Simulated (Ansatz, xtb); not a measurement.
## Relative energy of two isomers of C5H10O

Structure a is `CC(=O)C(C)C`, a singlet and structure b is `OC1CCCC1`, a singlet. Both are isolated molecules in the gas phase, relaxed with r2SCAN-D4/def2-SVP, each in the lowest conformer that the search found.

a (Å):

```tsv
atom	x (Å)	y (Å)	z (Å)
C	-3.1214	-0.2759	-0.1473
C	-1.7894	0.3363	0.2262
C	-1.1748	-0.1183	1.5509
C	-0.4226	-1.4371	1.3059
C	-0.2520	0.9507	2.1239
O	-1.2327	1.1426	-0.4891
H	-3.3325	-0.1070	-1.2114
H	-3.1650	-1.3498	0.0915
H	-3.9088	0.2138	0.4518
H	-2.0043	-0.3245	2.2545
H	0.4021	-1.2773	0.5923
H	0.0092	-1.8123	2.2470
H	-1.0772	-2.2243	0.8996
H	-0.7980	1.8844	2.3292
H	0.2113	0.6066	3.0616
H	0.5435	1.1882	1.4019
```

b (Å):

```yaml
atoms:
  - { symbol: C, position_ang: [-1.0790, -1.3906, -1.4990] }
  - { symbol: C, position_ang: [-1.0490, -0.4341, -0.3118] }
  - { symbol: C, position_ang: [-0.0336, -1.0621, 0.6567] }
  - { symbol: C, position_ang: [0.9064, -1.9370, -0.2270] }
  - { symbol: C, position_ang: [0.4018, -1.7509, -1.6668] }
  - { symbol: O, position_ang: [-1.6713, -0.7655, -2.6156] }
  - { symbol: H, position_ang: [-1.6841, -1.4067, -3.3373] }
  - { symbol: H, position_ang: [-1.6446, -2.3067, -1.2116] }
  - { symbol: H, position_ang: [-2.0434, -0.2675, 0.1303] }
  - { symbol: H, position_ang: [-0.6911, 0.5381, -0.6942] }
  - { symbol: H, position_ang: [-0.5474, -1.6890, 1.4037] }
  - { symbol: H, position_ang: [0.5178, -0.2960, 1.2234] }
  - { symbol: H, position_ang: [1.9657, -1.6550, -0.1238] }
  - { symbol: H, position_ang: [0.8372, -2.9954, 0.0729] }
  - { symbol: H, position_ang: [0.5700, -2.6327, -2.3080] }
  - { symbol: H, position_ang: [0.8903, -0.8876, -2.1527] }
```

Task: Estimate E(b) − E(a) at the level CCSD(T)/def2-SVP + ΔMP2/def2-TZVPP.

Result: Calculated at CCSD(T)/def2-SVP + ΔMP2/def2-TZVPP: E(b) − E(a) = +3.7 kcal/mol, so structure a lies lower.

Level by level:

```csv
level,geometry,E(b) − E(a) (kcal/mol),departure from the last row (kcal/mol),"job, with rough time for the two"
GFN2-xTB,GFN2-xTB,−7.8,−11.5,"optimisation, 0.12 s"
HF/STO-3G,GFN2-xTB,−17.9,−21.6,"single point, 0.24 s"
r2SCAN-D4/def2-SVP//GFN2-xTB,GFN2-xTB,+5.5,+1.8,"single point, 2.6 s"
r2SCAN-D4/def2-SVP,r2SCAN-D4/def2-SVP,+5.6,+1.9,"optimisation, 31 s"
HF/def2-SVP,r2SCAN-D4/def2-SVP,+7.7,+4.0,part of the CCSD(T) run
MP2/def2-SVP,r2SCAN-D4/def2-SVP,+5.9,+2.3,part of the CCSD(T) run
CCSD(T)/def2-SVP,r2SCAN-D4/def2-SVP,+7.0,+3.3,single point
CCSD(T)/def2-SVP + ΔMP2/def2-TZVPP,r2SCAN-D4/def2-SVP,+3.7,,"single point, 38 s"
```

As drawn, b has 1 C–O, 1 C–C, 1 O–H in place of 1 C=O, 1 C–H. Structure a has no ring, b a 5-membered ring.

GFN2-xTB, HF/STO-3G put the two in the other order. The largest departure from CCSD(T)/def2-SVP + ΔMP2/def2-TZVPP is that of HF/STO-3G, 21.6 kcal/mol. The last row adds to CCSD(T) the change of the MP2 difference between the two basis sets, here −3.3 kcal/mol, a large step that makes the value less sure.

With thermal terms from frequencies at re-optimised GFN2-xTB minima (ideal gas, soft modes damped towards free rotors, one conformer each, 298.15 K, 1 atm): on the last row, ΔE + ΔZPE = +6.1, ΔH = +5.0, ΔG = +7.4 kcal/mol.

Tabulated enthalpies of formation at 298 K are −262.6 kJ/mol for a (CRC Handbook of Chemistry and Physics) and −242.5 kJ/mol for b (CRC Handbook of Chemistry and Physics), a difference of +4.8 kcal/mol. Calculated less tabulated ΔH, with the same thermal term: GFN2-xTB −11.3, HF/STO-3G −21.4, r2SCAN-D4/def2-SVP//GFN2-xTB +1.9, r2SCAN-D4/def2-SVP +2.0, HF/def2-SVP +4.1, MP2/def2-SVP +2.4, CCSD(T)/def2-SVP +3.5, CCSD(T)/def2-SVP + ΔMP2/def2-TZVPP +0.1 kcal/mol. Handbook values carry no stated uncertainty.

The correlated steps freeze 6 core orbitals. Codes used: Ansatz 0.2.0, xtb 6.7.1; the last row on 4 threads of Arm Neoverse V2 on a shared host.
